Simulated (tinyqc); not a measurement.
RHF in the sto-6g basis, for H3O+, spin multiplicity 1, step by step (part 1 of 2). Computed by tinyqc, a small Python program that keeps every step (integrals from PySCF). Settings: charge = 1, multiplicity = 1, basis = sto-6g, energy threshold = 1e-10, iteration cap = 67, orthogonalisation = canonical, start = random, DIIS depth = 0, damping = 0.2, method = RHF. Command: `OMP_NUM_THREADS=1 python tinyqc.py 29313 29314 out.jsonl` (the two numbers bound the seeds that draw the settings). One thread of a shared host (Intel(R) Xeon(R) Processor @ 2.60GHz), about 0.2 s of CPU time with the checks. Later iterations appear only in the table of the cycle.

## One-electron integrals

Geometry (angstrom):
```
atom        x        y       z
O      0.0000   0.0000  0.3300
H      1.1820   0.0000  0.0000
H     -0.5910   1.0240  0.0000
H     -0.5910  -1.0240  0.0000
```

Basis sto-6g: exponents (1/bohr^2) and contraction coefficients of normalised primitives:
```
element  l (shell)   exponent  coefficient
O            s (1)  1355.5842       0.0092
O            s (1)   248.5449       0.0494
O            s (1)    69.5339       0.1685
O            s (1)    23.8868       0.3706
O            s (1)     9.2759       0.4165
O            s (1)     3.8203       0.1303
O            s (2)    52.1878      -0.0133
O            s (2)    10.3293      -0.0470
O            s (2)     3.2103      -0.0338
O            s (2)     1.2351       0.2502
O            s (2)     0.5364       0.5951
O            s (2)     0.2459       0.2407
O            p (3)    52.1878       0.0038
O            p (3)    10.3293       0.0377
O            p (3)     3.2103       0.1739
O            p (3)     1.2351       0.4180
O            p (3)     0.5364       0.4259
O            p (3)     0.2459       0.1017
H            s (1)    35.5232       0.0092
H            s (1)     6.5131       0.0494
H            s (1)     1.8221       0.1685
H            s (1)     0.6260       0.3706
H            s (1)     0.2431       0.4165
H            s (1)     0.1001       0.1303
```

Overlap, kinetic and nuclear-attraction integrals over the contracted functions; the nuclear repulsion is the sum of Za Zb / Rab.

nuclear repulsion = 11.122572 hartree

overlap S, lower triangle:
```
         1O 1s   1O 2s   1O 2px   1O 2py   1O 2pz   2H 1s   3H 1s   4H 1s
1O 1s   1.0000
1O 2s   0.2311  1.0000
1O 2px  0.0000  0.0000   1.0000
1O 2py  0.0000  0.0000   0.0000   1.0000
1O 2pz  0.0000  0.0000   0.0000   0.0000   1.0000
2H 1s   0.0297  0.3191   0.2809   0.0000  -0.0784  1.0000
3H 1s   0.0297  0.3189  -0.1404   0.2432  -0.0784  0.1111  1.0000
4H 1s   0.0297  0.3189  -0.1404  -0.2432  -0.0784  0.1111  0.1110  1.0000
```

kinetic energy T (hartree), lower triangle:
```
          1O 1s   1O 2s   1O 2px   1O 2py   1O 2pz    2H 1s    3H 1s   4H 1s
1O 1s   29.3272
1O 2s   -0.8960  0.8426
1O 2px   0.0000  0.0000   2.5313
1O 2py   0.0000  0.0000   0.0000   2.5313
1O 2pz   0.0000  0.0000   0.0000   0.0000   2.5313
2H 1s   -0.0065  0.0337   0.1164   0.0000  -0.0325   0.7685
3H 1s   -0.0065  0.0337  -0.0581   0.1007  -0.0325  -0.0119   0.7685
4H 1s   -0.0065  0.0337  -0.0581  -0.1007  -0.0325  -0.0119  -0.0119  0.7685
```

nuclear attraction V (hartree), lower triangle:
```
           1O 1s     1O 2s    1O 2px    1O 2py    1O 2pz    2H 1s    3H 1s    4H 1s
1O 1s   -62.5517
1O 2s    -6.4502  -10.2906
1O 2px    0.0000   -0.0001  -10.3168
1O 2py    0.0000    0.0000    0.0000  -10.3168
1O 2pz    0.0081    0.0947    0.0000    0.0000  -10.2370
2H 1s    -0.9445   -2.4461   -1.9007    0.0000    0.5503  -5.1634
3H 1s    -0.9439   -2.4448    0.9496   -1.6454    0.5499  -0.6471  -5.1626
4H 1s    -0.9439   -2.4448    0.9496    1.6454    0.5499  -0.6471  -0.6465  -5.1626
```

core Hamiltonian H = T + V (hartree), lower triangle:
```
           1O 1s    1O 2s   1O 2px   1O 2py   1O 2pz    2H 1s    3H 1s    4H 1s
1O 1s   -33.2245
1O 2s    -7.3463  -9.4480
1O 2px    0.0000  -0.0001  -7.7855
1O 2py    0.0000   0.0000   0.0000  -7.7855
1O 2pz    0.0081   0.0947   0.0000   0.0000  -7.7057
2H 1s    -0.9510  -2.4124  -1.7843   0.0000   0.5178  -4.3949
3H 1s    -0.9504  -2.4111   0.8915  -1.5447   0.5175  -0.6590  -4.3940
4H 1s    -0.9504  -2.4111   0.8915   1.5447   0.5175  -0.6590  -0.6584  -4.3940
```

## Two-electron integrals

Functions are numbered as in S; the eight-fold symmetry (ij|kl) = (ji|kl) = (kl|ij) leaves the list below.

Two-electron integrals (ij|kl) in chemists' order, unique and non-zero (hartree):
```
(11|11) 4.7875      (21|11) 0.6759      (21|21) 0.1215      (22|11) 1.1174
(22|21) 0.2492      (22|22) 0.8174      (31|31) 0.0258      (32|31) 0.0391
(32|32) 0.1807      (33|11) 1.1174      (33|21) 0.2492      (33|22) 0.8174
(33|33) 0.8807      (41|41) 0.0258      (42|41) 0.0391      (42|42) 0.1807
(43|43) 0.0475      (44|11) 1.1174      (44|21) 0.2492      (44|22) 0.8174
(44|33) 0.7857      (44|44) 0.8807      (51|51) 0.0258      (52|51) 0.0391
(52|52) 0.1807      (53|53) 0.0475      (54|54) 0.0475      (55|11) 1.1174
(55|21) 0.2492      (55|22) 0.8174      (55|33) 0.7857      (55|44) 0.7857
(55|55) 0.8807      (61|11) 0.0924      (61|21) 0.0159      (61|22) 0.0320
(61|31) 0.0008      (61|32) 0.0015      (61|33) 0.0321      (61|44) 0.0320
(61|51) -2.10e-04   (61|52) -4.14e-04   (61|53) -5.23e-05   (61|55) 0.0320
(61|61) 0.0021      (62|11) 0.2483      (62|21) 0.0563      (62|22) 0.2074
(62|31) 0.0044      (62|32) 0.0336      (62|33) 0.2138      (62|44) 0.2038
(62|51) -0.0012     (62|52) -0.0094     (62|53) -0.0028     (62|55) 0.2046
(62|61) 0.0074      (62|62) 0.0686      (63|11) 0.1837      (63|21) 0.0422
(63|22) 0.1657      (63|31) 0.0087      (63|32) 0.0590      (63|33) 0.1795
(63|44) 0.1585      (63|51) -0.0008     (63|52) -0.0069     (63|53) -0.0040
(63|55) 0.1591      (63|61) 0.0058      (63|62) 0.0666      (63|63) 0.0729
(64|41) 0.0059      (64|42) 0.0344      (64|43) 0.0068      (64|54) -0.0019
(64|64) 0.0091      (65|11) -0.0513     (65|21) -0.0118     (65|22) -0.0463
(65|31) -0.0008     (65|32) -0.0069     (65|33) -0.0463     (65|44) -0.0443
(65|51) 0.0061      (65|52) 0.0363      (65|53) 0.0073      (65|55) -0.0482
(65|61) -0.0016     (65|62) -0.0186     (65|63) -0.0178     (65|65) 0.0141
(66|11) 0.4257      (66|21) 0.0982      (66|22) 0.4161      (66|31) 0.0088
(66|32) 0.0954      (66|33) 0.4433      (66|44) 0.4008      (66|51) -0.0025
(66|52) -0.0266     (66|53) -0.0119     (66|55) 0.4041      (66|61) 0.0131
(66|62) 0.1839      (66|63) 0.2030      (66|65) -0.0567     (66|66) 0.7750
(71|11) 0.0923      (71|21) 0.0159      (71|22) 0.0320      (71|31) -3.76e-04
(71|32) -0.0007     (71|33) 0.0320      (71|41) 0.0007      (71|42) 0.0013
(71|43) -8.11e-05   (71|44) 0.0321      (71|51) -2.10e-04   (71|52) -4.13e-04
(71|53) 2.61e-05    (71|54) -4.53e-05   (71|55) 0.0320      (71|61) 0.0021
(71|62) 0.0072      (71|63) 0.0053      (71|64) 1.95e-04    (71|65) -0.0016
(71|66) 0.0125      (71|71) 0.0021      (72|11) 0.2481      (72|21) 0.0562
(72|22) 0.2073      (72|31) -0.0022     (72|32) -0.0168     (72|33) 0.2062
(72|41) 0.0038      (72|42) 0.0291      (72|43) -0.0043     (72|44) 0.2112
(72|51) -0.0012     (72|52) -0.0094     (72|53) 0.0014      (72|54) -0.0024
(72|55) 0.2045      (72|61) 0.0072      (72|62) 0.0524      (72|63) 0.0393
(72|64) 0.0058      (72|65) -0.0138     (72|66) 0.1105      (72|71) 0.0074
(72|72) 0.0685      (73|11) -0.0918     (73|21) -0.0211     (73|22) -0.0828
(73|31) 0.0066      (73|32) 0.0405      (73|33) -0.0869     (73|41) -0.0012
(73|42) -0.0107     (73|43) 0.0075      (73|44) -0.0820     (73|51) 3.87e-04
(73|52) 0.0034      (73|53) -0.0024     (73|54) 0.0009      (73|55) -0.0795
(73|61) -0.0025     (73|62) -0.0146     (73|63) -0.0048     (73|64) -0.0012
(73|65) 0.0038      (73|66) -0.0253     (73|71) -0.0029     (73|72) -0.0332
(73|73) 0.0250      (74|11) 0.1590      (74|21) 0.0365      (74|22) 0.1434
(74|31) -0.0012     (74|32) -0.0107     (74|33) 0.1388      (74|41) 0.0080
(74|42) 0.0529      (74|43) -0.0062     (74|44) 0.1538      (74|51) -0.0007
(74|52) -0.0059     (74|53) 0.0009      (74|54) -0.0034     (74|55) 0.1377
(74|61) 0.0046      (74|62) 0.0370      (74|63) 0.0276      (74|64) 0.0105
(74|65) -0.0095     (74|66) 0.0795      (74|71) 0.0050      (74|72) 0.0576
(74|73) -0.0276     (74|74) 0.0569      (75|11) -0.0513     (75|21) -0.0118
(75|22) -0.0462     (75|31) 3.87e-04    (75|32) 0.0034      (75|33) -0.0447
(75|41) -0.0007     (75|42) -0.0059     (75|43) 0.0009      (75|44) -0.0458
(75|51) 0.0061      (75|52) 0.0363      (75|53) -0.0037     (75|54) 0.0064
(75|55) -0.0482     (75|61) -0.0016     (75|62) -0.0138     (75|63) -0.0102
(75|64) -0.0015     (75|65) 0.0102      (75|66) -0.0314     (75|71) -0.0016
(75|72) -0.0186     (75|73) 0.0089      (75|74) -0.0154     (75|75) 0.0141
(76|11) 0.0619      (76|21) 0.0142      (76|22) 0.0565      (76|31) 4.34e-04
(76|32) 0.0040      (76|33) 0.0567      (76|41) 0.0008      (76|42) 0.0069
(76|43) 2.81e-04    (76|44) 0.0570      (76|51) -4.84e-04   (76|52) -0.0044
(76|53) -0.0005     (76|54) -0.0009     (76|55) 0.0559      (76|61) 0.0018
(76|62) 0.0183      (76|63) 0.0166      (76|64) 0.0019      (76|65) -0.0056
(76|66) 0.0510      (76|71) 0.0018      (76|72) 0.0183      (76|73) -0.0067
(76|74) 0.0154      (76|75) -0.0056     (76|76) 0.0062      (77|11) 0.4256
(77|21) 0.0982      (77|22) 0.4160      (77|31) -0.0044     (77|32) -0.0477
(77|33) 0.4114      (77|41) 0.0076      (77|42) 0.0826      (77|43) -0.0184
(77|44) 0.4326      (77|51) -0.0025     (77|52) -0.0266     (77|53) 0.0059
(77|54) -0.0103     (77|55) 0.4041      (77|61) 0.0125      (77|62) 0.1105
(77|63) 0.0815      (77|64) 0.0178      (77|65) -0.0314     (77|66) 0.2577
(77|71) 0.0131      (77|72) 0.1838      (77|73) -0.1014     (77|74) 0.1757
(77|75) -0.0566     (77|76) 0.0510      (77|77) 0.7750      (81|11) 0.0923
(81|21) 0.0159      (81|22) 0.0320      (81|31) -3.76e-04   (81|32) -0.0007
(81|33) 0.0320      (81|41) -0.0007     (81|42) -0.0013     (81|43) 8.11e-05
(81|44) 0.0321      (81|51) -2.10e-04   (81|52) -4.13e-04   (81|53) 2.61e-05
(81|54) 4.53e-05    (81|55) 0.0320      (81|61) 0.0021      (81|62) 0.0072
(81|63) 0.0053      (81|64) -1.95e-04   (81|65) -0.0016     (81|66) 0.0125
(81|71) 0.0021      (81|72) 0.0071      (81|73) -0.0028     (81|74) 0.0044
(81|75) -0.0016     (81|76) 0.0018      (81|77) 0.0125      (81|81) 0.0021
(82|11) 0.2481      (82|21) 0.0562      (82|22) 0.2073      (82|31) -0.0022
(82|32) -0.0168     (82|33) 0.2062      (82|41) -0.0038     (82|42) -0.0291
(82|43) 0.0043      (82|44) 0.2112      (82|51) -0.0012     (82|52) -0.0094
(82|53) 0.0014      (82|54) 0.0024      (82|55) 0.2045      (82|61) 0.0072
(82|62) 0.0524      (82|63) 0.0393      (82|64) -0.0058     (82|65) -0.0138
(82|66) 0.1105      (82|71) 0.0071      (82|72) 0.0524      (82|73) -0.0247
(82|74) 0.0311      (82|75) -0.0138     (82|76) 0.0143      (82|77) 0.1104
(82|81) 0.0074      (82|82) 0.0685      (83|11) -0.0918     (83|21) -0.0211
(83|22) -0.0828     (83|31) 0.0066      (83|32) 0.0405      (83|33) -0.0869
(83|41) 0.0012      (83|42) 0.0107      (83|43) -0.0075     (83|44) -0.0820
(83|51) 3.87e-04    (83|52) 0.0034      (83|53) -0.0024     (83|54) -0.0009
(83|55) -0.0795     (83|61) -0.0025     (83|62) -0.0146     (83|63) -0.0048
(83|64) 0.0012      (83|65) 0.0038      (83|66) -0.0253     (83|71) -0.0028
(83|72) -0.0247     (83|73) 0.0181      (83|74) -0.0144     (83|75) 0.0064
(83|76) -0.0051     (83|77) -0.0562     (83|81) -0.0029     (83|82) -0.0332
(83|83) 0.0250      (84|11) -0.1590     (84|21) -0.0365     (84|22) -0.1434
(84|31) 0.0012      (84|32) 0.0107      (84|33) -0.1388     (84|41) 0.0080
(84|42) 0.0529      (84|43) -0.0062     (84|44) -0.1538     (84|51) 0.0007
(84|52) 0.0059      (84|53) -0.0009     (84|54) -0.0034     (84|55) -0.1377
(84|61) -0.0046     (84|62) -0.0370     (84|63) -0.0276     (84|64) 0.0105
(84|65) 0.0095      (84|66) -0.0795     (84|71) -0.0044     (84|72) -0.0311
(84|73) 0.0144      (84|74) -0.0124     (84|75) 0.0080      (84|76) -0.0089
(84|77) -0.0617     (84|81) -0.0050     (84|82) -0.0576     (84|83) 0.0276
(84|84) 0.0569      (85|11) -0.0513     (85|21) -0.0118     (85|22) -0.0462
(85|31) 3.87e-04    (85|32) 0.0034      (85|33) -0.0447     (85|41) 0.0007
(85|42) 0.0059      (85|43) -0.0009     (85|44) -0.0458     (85|51) 0.0061
(85|52) 0.0363      (85|53) -0.0037     (85|54) -0.0064     (85|55) -0.0482
(85|61) -0.0016     (85|62) -0.0138     (85|63) -0.0102     (85|64) 0.0015
(85|65) 0.0102      (85|66) -0.0314     (85|71) -0.0016     (85|72) -0.0138
(85|73) 0.0064      (85|74) -0.0080     (85|75) 0.0102      (85|76) -0.0042
(85|77) -0.0314     (85|81) -0.0016     (85|82) -0.0186     (85|83) 0.0089
(85|84) 0.0154      (85|85) 0.0141      (86|11) 0.0619      (86|21) 0.0142
(86|22) 0.0565      (86|31) 4.34e-04    (86|32) 0.0040      (86|33) 0.0567
(86|41) -0.0008     (86|42) -0.0069     (86|43) -2.81e-04   (86|44) 0.0570
(86|51) -4.84e-04   (86|52) -0.0044     (86|53) -0.0005     (86|54) 0.0009
(86|55) 0.0559      (86|61) 0.0018      (86|62) 0.0183      (86|63) 0.0166
(86|64) -0.0019     (86|65) -0.0056     (86|66) 0.0510      (86|71) 0.0018
(86|72) 0.0143      (86|73) -0.0051     (86|74) 0.0089      (86|75) -0.0042
(86|76) 0.0049      (86|77) 0.0317      (86|81) 0.0018      (86|82) 0.0183
(86|83) -0.0067     (86|84) -0.0154     (86|85) -0.0056     (86|86) 0.0062
(87|11) 0.0618      (87|21) 0.0141      (87|22) 0.0565      (87|31) -0.0009
(87|32) -0.0079     (87|33) 0.0571      (87|44) 0.0565      (87|51) -4.84e-04
(87|52) -0.0044     (87|53) 0.0010      (87|55) 0.0558      (87|61) 0.0018
(87|62) 0.0143      (87|63) 0.0103      (87|65) -0.0042     (87|66) 0.0317
(87|71) 0.0018      (87|72) 0.0182      (87|73) -0.0100     (87|74) 0.0134
(87|75) -0.0056     (87|76) 0.0049      (87|77) 0.0510      (87|81) 0.0018
(87|82) 0.0182      (87|83) -0.0100     (87|84) -0.0134     (87|85) -0.0056
(87|86) 0.0049      (87|87) 0.0062      (88|11) 0.4256      (88|21) 0.0982
(88|22) 0.4160      (88|31) -0.0044     (88|32) -0.0477     (88|33) 0.4114
(88|41) -0.0076     (88|42) -0.0826     (88|43) 0.0184      (88|44) 0.4326
(88|51) -0.0025     (88|52) -0.0266     (88|53) 0.0059      (88|54) 0.0103
(88|55) 0.4041      (88|61) 0.0125      (88|62) 0.1105      (88|63) 0.0815
(88|64) -0.0178     (88|65) -0.0314     (88|66) 0.2577      (88|71) 0.0125
(88|72) 0.1104      (88|73) -0.0562     (88|74) 0.0617      (88|75) -0.0314
(88|76) 0.0317      (88|77) 0.2576      (88|81) 0.0131      (88|82) 0.1838
(88|83) -0.1014     (88|84) -0.1757     (88|85) -0.0566     (88|86) 0.0510
(88|87) 0.0510      (88|88) 0.7750
```

## Orthogonalisation

S = U s U^T; canonical form X = U s^(-1/2), so that X^T S X = 1. Each column of U has its largest component positive (the first on a tie).

eigenvalues of S: 0.4899  0.5960  0.5961  0.9463  1.0488  1.2929  1.2929  1.7372

X:
```
              1        2        3        4        5        6        7        8
1O 1s   -0.4037   0.0004   0.0000  -0.6886   0.6258  -0.0001   0.0000   0.1871
1O 2s    1.0740  -0.0008   0.0000   0.0981   0.1866  -0.0002   0.0000   0.4734
1O 2px   0.0008   0.8397   0.0000   0.0000   0.0001   0.6696   0.0000   0.0002
1O 2py   0.0000   0.0000   0.8397   0.0000   0.0000   0.0000   0.6696   0.0000
1O 2pz  -0.2190   0.0001   0.0000   0.7038   0.6833   0.0000   0.0000  -0.1019
2H 1s   -0.4757  -0.8049   0.0000   0.1608  -0.1416   0.4654   0.0000   0.3196
3H 1s   -0.4746   0.4030  -0.6973   0.1609  -0.1417  -0.2329   0.4032   0.3194
4H 1s   -0.4746   0.4030   0.6973   0.1609  -0.1417  -0.2329  -0.4032   0.3194
```

Within a degenerate level the vectors are fixed only up to a rotation; this is one choice.

## Starting guess

The start is random orthonormal orbitals; D = 2 C_occ C_occ^T.

D at the start, lower triangle:
```
          1O 1s    1O 2s   1O 2px   1O 2py   1O 2pz    2H 1s    3H 1s   4H 1s
1O 1s    2.0803
1O 2s   -0.3983   1.1187
1O 2px   0.1188  -0.5419   1.6873
1O 2py  -0.1686  -0.4037   0.1873   0.3207
1O 2pz  -0.1347   0.6278   0.6752  -0.2505   1.2579
2H 1s    0.0857  -0.4590  -0.0375   0.5203  -0.4485   1.1622
3H 1s    0.1582  -0.7062   0.4487  -0.0257   0.1458  -0.5635   2.2119
4H 1s   -0.0171  -0.5291   0.8593  -0.0287  -0.3608  -0.5138  -0.0337  1.9420
```

## Iteration 1: building the Fock matrix

J_ij = sum D_kl (ij|kl), K_ij = sum D_kl (ik|jl); F = H + J - 0.5 K; E = tr D H + tr D J / 2 - 0.25 tr D K + E_nn.

Coulomb J (hartree), lower triangle:
```
          1O 1s    1O 2s   1O 2px   1O 2py   1O 2pz   2H 1s   3H 1s   4H 1s
1O 1s   15.4617
1O 2s    2.6669   6.9414
1O 2px  -0.0266  -0.1647   6.9947
1O 2py  -0.0338  -0.1145   0.0168   6.9131
1O 2pz   0.0272   0.0775   0.0641  -0.0215   6.9164
2H 1s    0.3528   1.7595   1.3968  -0.0159  -0.3803  3.9142
3H 1s    0.3530   1.8216  -0.7860   1.2728  -0.4150  0.5058  4.3706
4H 1s    0.3551   1.8466  -0.7954  -1.3235  -0.4139  0.5094  0.5291  4.3644
```

exchange K (hartree), lower triangle:
```
          1O 1s    1O 2s   1O 2px   1O 2py   1O 2pz    2H 1s   3H 1s   4H 1s
1O 1s    9.6352
1O 2s    1.2504   1.0958
1O 2px   0.0303  -0.2443   1.5961
1O 2py  -0.2690  -0.3501   0.1823   0.7006
1O 2pz   0.0062   0.4577   0.4665  -0.1595   1.4134
2H 1s    0.1560   0.1207   0.3869   0.1262  -0.0355   0.7878
3H 1s    0.1267   0.2091  -0.2305   0.2619  -0.0722  -0.0342  1.3943
4H 1s    0.1568   0.3328  -0.1645  -0.4264  -0.1660  -0.0381  0.0392  1.3130
```

Fock matrix F (hartree), lower triangle:
```
           1O 1s    1O 2s   1O 2px   1O 2py   1O 2pz    2H 1s    3H 1s    4H 1s
1O 1s   -22.5804
1O 2s    -5.3046  -3.0545
1O 2px   -0.0418  -0.0426  -1.5888
1O 2py    0.1007   0.0605  -0.0744  -1.2226
1O 2pz    0.0321  -0.0567  -0.1692   0.0583  -1.4960
2H 1s    -0.6763  -0.7133  -0.5809  -0.0790   0.1553  -0.8746
3H 1s    -0.6607  -0.6941   0.2207  -0.4028   0.1385  -0.1361  -0.7206
4H 1s    -0.6737  -0.7309   0.1783   0.4344   0.1865  -0.1305  -0.1490  -0.6861
```

total energy of this density = -71.015535 hartree

This density is the starting one.

## Iteration 1: diagonalisation and new density

Diagonalise F' = X^T F X, C = X C', fill 5 alpha and 5 beta electrons from the bottom; D = 2 C_occ C_occ^T; the new density keeps 0.2 of the old one (damping). Each column has its largest component positive (the first on a tie).

F' = X^T F X (hartree), lower triangle:
```
         1        2        3         4         5        6        7        8
1  -1.8344
2   0.0175  -0.7355
3  -0.0159  -0.0067  -0.4208
4  -3.0174  -0.0806   0.0066  -10.3942
5   2.7445  -0.1169   0.1099    8.9415  -10.5588
6   0.0988  -0.3901  -0.1025   -0.0966   -0.0751  -1.4231
7   0.0486   0.0198  -0.2683   -0.0385    0.0760  -0.0493  -1.1804
8   0.7258  -0.0182   0.0138    4.5864   -4.6608  -0.0684   0.0225  -3.6614
```

orbital energies (hartree): MO1 -22.5816, MO2 -1.9387, MO3 -1.7058, MO4 -1.4485, MO5 -1.2304, MO6 -0.5540, MO7 -0.4344, MO8 -0.3151

coefficients C:
```
            MO1      MO2      MO3      MO4      MO5      MO6      MO7      MO8
1O 1s    0.9987  -0.2356   0.0665   0.0191  -0.0062   0.0095   0.0726   0.0233
1O 2s    0.0060   1.0119  -0.2952  -0.0444   0.0525  -0.0698  -0.5289  -0.1467
1O 2px   0.0021   0.1773   0.7910  -0.3975  -0.2746  -0.5106  -0.0170  -0.0435
1O 2py  -0.0052  -0.0538   0.0965  -0.3920   0.7869  -0.0293  -0.2006   0.5721
1O 2pz  -0.0018   0.2219   0.5123   0.7395   0.2893   0.1214   0.2186   0.1261
2H 1s   -0.0020  -0.0416   0.0826  -0.2233  -0.0151   0.9898   0.4442   0.0564
3H 1s   -0.0004  -0.0372   0.0031  -0.0329   0.1803  -0.4179   0.8535  -0.5482
4H 1s   -0.0024  -0.0146   0.0007  -0.0321  -0.2108  -0.3179   0.4297   0.9525
```

D after iteration 1, lower triangle:
```
          1O 1s    1O 2s  1O 2px   1O 2py   1O 2pz    2H 1s    3H 1s   4H 1s
1O 1s    2.1086
1O 2s   -0.4848   2.0091
1O 2px   0.0351  -0.1898  1.7624
1O 2py  -0.0312  -0.1195  0.0479   1.3203
1O 2pz  -0.0393   0.2146  0.2489  -0.0897   1.7592
2H 1s    0.0318  -0.1836  0.2339   0.2414  -0.3081   0.3263
3H 1s    0.0426  -0.1855  0.0248   0.2461   0.0630  -0.1024   0.4983
4H 1s   -0.0006  -0.1452  0.2816  -0.2496  -0.2123  -0.0851  -0.0650  0.4615
```
